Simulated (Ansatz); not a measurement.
Process, species as SMILES: N#P (N-P) + 3 [H][H] (H2) → N (NH3) + P (PH3)
B3LYP-D3(BJ)/def2-TZVP geometries, fixed; electronic energies without zero-point terms.

Core correlation in the energy of full hydrogenation at CCSD(T) with Ansatz (a program for electronic structure), in kcal/mol: frozen core against 1s of Al to Cl frozen alone. Core-valence sets carry the plain set on hydrogen. A restricted Hartree-Fock determinant is unstable towards unrestricted orbitals. Costs are rough ratios of core time on shared machines of one kind.

```csv
basis,"functions, most",frozen core,1s of Al to Cl frozen alone,core term (second minus first),cost over frozen core
cc-pV(D+d)Z,38,-59.92,-60.74,-0.82,-
cc-pCVDZ,45,-61.23,-61.85,-0.63,-
cc-pV(T+d)Z,81,-63.75,-66.89,-3.14,-
cc-pCVTZ,102,-63.62,-63.91,-0.29,2×
cc-pwCVTZ,102,-63.19,-63.31,-0.12,1×
cc-pV(Q+d)Z,154,-65.42,-66.74,-1.32,1×
cc-pCVQZ,199,-65.23,-65.34,-0.11,1×
cc-pwCVQZ,199,-65.11,-65.14,-0.03,1×
```

The largest core-valence set, cc-pwCVQZ, gives a core term of -0.03 kcal/mol; the valence set cc-pV(Q+d)Z, which lacks functions for the core, gives -1.32.
